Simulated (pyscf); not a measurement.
HO–B(Cl)–Cl + silane (SiH₄) → silanol (HO–SiH₃) + Cl–BH–Cl (four-centre exchange; singlet surface; B–O, H–Si broken, O–Si, B–H formed). PySCF, gas phase, ωB97X-D3(BJ)/def2-SVP geometries. Energies in kJ/mol from the separated reactants.

```csv
level,barrier,reaction energy
ωB97X-D3(BJ)/def2-TZVP,[?],+48.8
PBE/def2-TZVP,90.2,+54.2
r²SCAN/def2-TZVP,89.3,+52.6
B3LYP-D3(BJ)/def2-TZVP,98.0,+49.1
M06-2X/def2-TZVP,87.1,+45.6
HF/def2-TZVP,[?],[?]
```

Q: Some entries are withheld; supply them.

A: 
- ωB97X-D3(BJ)/def2-TZVP, barrier: 84.3
- HF/def2-TZVP, barrier: 160.9
- HF/def2-TZVP, reaction energy: +43.9

The functionals in the table span 13.7 kJ/mol in this barrier, from ωB97X-D3(BJ) to B3LYP-D3(BJ). On the product side the descent ends in an adduct with a B–O contact, 45.5 kJ/mol under the separated species and 80.9 kJ/mol under the saddle at ωB97X-D3(BJ)/def2-TZVP. What is counted as broken (B–O) persists as a longer contact in the product adduct; parting that adduct is a step of its own. This is the saddle that the search found; another between the same sides may lie lower.
